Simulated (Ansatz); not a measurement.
Reaction (SMILES): N (NH3) → NH3+ (doublet, bonded as N) + e-
B3LYP-D3(BJ)/def2-TZVP geometries, fixed; electronic energies without zero-point terms.

Effect of a fitting basis named in the input at HF/aug-cc-pVQZ with Ansatz (an electronic-structure program), against the last row, where the adiabatic ionisation energy is 8.62 eV. Open shells are unrestricted. The default fits or decomposes integrals by the program's own choice; accuracy: high also tightens integrals, grids and stops.

```
setting                        largest shift of a total energy (mEh)  shift of the adiabatic ionisation energy (eV)
-----------------------------  -------------------------------------  ---------------------------------------------
fitting: def2-SV(P)-JKFIT                                     -0.006                                          0.000
fitting: def2-universal-JKFIT                                 -0.006                                          0.000
fitting: cc-pVTZ-JKFIT                                         0.003                                          0.000
fitting: cc-pVQZ-JKFIT                                         0.001                                          0.000
fitting: cc-pV5Z-JKFIT                                         0.000                                          0.000
accuracy: high                                                 0.000                                          0.000
accuracy: medium (default)                                     0.000                                          0.000
```

Within 0.002 eV in the adiabatic ionisation energy: fitting: def2-SV(P)-JKFIT; fitting: def2-universal-JKFIT; fitting: cc-pVTZ-JKFIT; fitting: cc-pVQZ-JKFIT; fitting: cc-pV5Z-JKFIT; accuracy: high. The largest shift is 0.006 mEh in a total energy and 0.000 eV in the difference.
